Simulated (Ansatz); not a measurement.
Process, species as SMILES: S(F)F + 2 [H][H] (H2) → 2 F (HF) + S (H2S)
B3LYP-D3(BJ)/def2-TZVP geometries, fixed; electronic energies without zero-point terms.

How fast the energy of full hydrogenation converges with the basis for several methods (Ansatz, a program for electronic structure): deviation from each method's own reference, in kcal/mol. References: B3LYP -65.87 kcal/mol, the value in aug-cc-pV(5+d)Z; CCSD(T) -72.03 kcal/mol, Hartree-Fock in aug-cc-pV(Q+d)Z plus the correlation part extrapolated as X^-3 from aug-cc-pV(T+d)Z and aug-cc-pV(Q+d)Z; HF -75.97 kcal/mol, the value in aug-cc-pV(5+d)Z; MP2 -73.32 kcal/mol, Hartree-Fock in aug-cc-pV(5+d)Z plus the correlation part extrapolated as X^-3 from aug-cc-pV(Q+d)Z and aug-cc-pV(5+d)Z; PBE -64.23 kcal/mol, the value in aug-cc-pV(5+d)Z; wB97M-V -66.65 kcal/mol, the value in aug-cc-pV(5+d)Z. Cartesian d functions, on some or all atoms, in 6-31G**; all else is spherical. In correlated methods cores are frozen. No added dispersion term, no relativity. Functionals ending in -V hold VV10 correlation. 

```tsv
basis	functions	B3LYP	CCSD(T)	HF	MP2	PBE	wB97M-V
6-31G	31	-1.54	2.47	-9.23	2.89	-0.48	[?]
def2-SVP	46	-0.26	-6.95	-11.13	-7.48	1.72	[?]
def2-SV(P)	46	20.05	20.42	11.07	19.57	22.49	[?]
6-31G**	49	8.22	9.00	-0.91	8.77	10.00	[?]
aug-pcseg-1	73	-11.49	-9.80	-12.63	-10.87	-10.69	[?]
def2-TZVP	99	3.25	4.49	1.04	3.53	4.12	[?]
cc-pV(T+d)Z	99	2.89	-0.63	-0.83	-1.16	4.02	[?]
jun-cc-pV(T+d)Z	126	-1.53	-2.22	-2.19	-3.22	-1.38	[?]
aug-pcseg-2	142	-1.49	1.21	-1.06	-0.21	-1.39	[?]
aug-cc-pV(Q+d)Z	249	-0.29	0.14	-0.20	-0.91	-0.23	[?]
cc-pV(5+d)Z	282	0.35	0.41	0.04	-0.63	0.56	[?]
pcseg-4	307	0.11	0.52	0.21	-0.47	0.13	[?]
```

### Question
Fill in the missing entries.

### Answer

- 6-31G, wB97M-V: -3.39
- def2-SVP, wB97M-V: -3.32
- def2-SV(P), wB97M-V: 17.77
- 6-31G**, wB97M-V: 7.06
- aug-pcseg-1, wB97M-V: -11.98
- def2-TZVP, wB97M-V: 3.35
- cc-pV(T+d)Z, wB97M-V: 3.51
- jun-cc-pV(T+d)Z, wB97M-V: -1.20
- aug-pcseg-2, wB97M-V: -1.55
- aug-cc-pV(Q+d)Z, wB97M-V: -0.17
- cc-pV(5+d)Z, wB97M-V: 0.50
- pcseg-4, wB97M-V: 0.18

Mean absolute deviation over def2-TZVP, cc-pV(T+d)Z, jun-cc-pV(T+d)Z, aug-pcseg-2: HF 1.28, MP2 2.03, CCSD(T) 2.14, B3LYP 2.29, wB97M-V 2.40, PBE 2.73 kcal/mol.
